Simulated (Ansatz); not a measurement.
A run of Ansatz (development build ahead of 0.2.0) on doublet C₂H₄F at this shape:

```xyz
7

C     0.1111    0.5161   -0.1009
C    -1.1937   -0.1721    0.0123
H     0.2964    1.5273    0.2456
H    -1.3569   -0.5883    1.0191
H    -2.0068    0.5265   -0.1977
H    -1.2588   -1.0045   -0.6956
F     1.2025   -0.2805    0.0178
```

Its results:

```
Converged                       : yes
Total energy                    : -178.27561 hartree
Spin squared of the determinant : 0.754
Stability test                  : minimum
```

(1) Which input gives this output? Name the method, the orbitals and the basis set, and write the input.

Results:

(1) PBE0 (unrestricted) in pcseg-2.

```yaml
crystal:
  periodic: [false, false, false]
  atoms:
    - { symbol: C, position_ang: [0.1111, 0.5161, -0.1009] }
    - { symbol: C, position_ang: [-1.1937, -0.1721, 0.0123] }
    - { symbol: H, position_ang: [0.2964, 1.5273, 0.2456] }
    - { symbol: H, position_ang: [-1.3569, -0.5883, 1.0191] }
    - { symbol: H, position_ang: [-2.0068, 0.5265, -0.1977] }
    - { symbol: H, position_ang: [-1.2588, -1.0045, -0.6956] }
    - { symbol: F, position_ang: [1.2025, -0.2805, 0.0178] }
basis:
  gaussian: { orbitals: pcseg-2 }
magnetization:
  spin_polarized: true
  initial_magnetization: 1
hamiltonian:
  xc: pbe0
```
